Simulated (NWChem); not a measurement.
# Atomisation of hydrogen sulfide (H2S)

```xyz
3

S      0.0000     0.0000     0.1040
H     -0.9715     0.0000    -0.8320
H      0.9715     0.0000    -0.8320
```
Charge 0, spin multiplicity 1.

Everything below was run with NWChem. All single points use one geometry, from PBE0/def2-SVP, a minimum by its harmonic frequencies.

Basis set: def2-TZVP. The atomisation energy is electronic alone: no zero-point, thermal, spin-orbit or counterpoise terms. No value is extrapolated to the basis-set limit. Free atoms are single determinants with multiplicities S 3, H 2. Correlated methods freeze the same cores in atoms and molecule, 5 orbitals in all.

The correlated methods keep 5 core orbitals frozen. B3LYP has NWChem's definition, with VWN1-RPA local correlation. No SCF solution was tested for a lower state. Open-shell Hartree-Fock references start from PBE0 orbitals. No row is a measurement; the coupled-cluster row has its own basis-set and correlation limits.

```
method                        atomisation energy (kcal/mol)
----------------------------  -----------------------------
HF                                                    128.4
B3LYP                                                 181.1
PBE                                                   181.4
LDA (SVWN5)                                             ___
MP2                                                     ___
PBE0                                                  179.1
TPSS                                                  184.2
BP86                                                  187.1
LC-wPBE (omega 0.3 per bohr)                          178.6
CCSD(T)                                                 ___
```

### Question
Some entries are withheld; supply them.

### Answer

- LDA (SVWN5), atomisation energy (kcal/mol): 205.5
- MP2, atomisation energy (kcal/mol): 170.8
- CCSD(T), atomisation energy (kcal/mol): 173.5
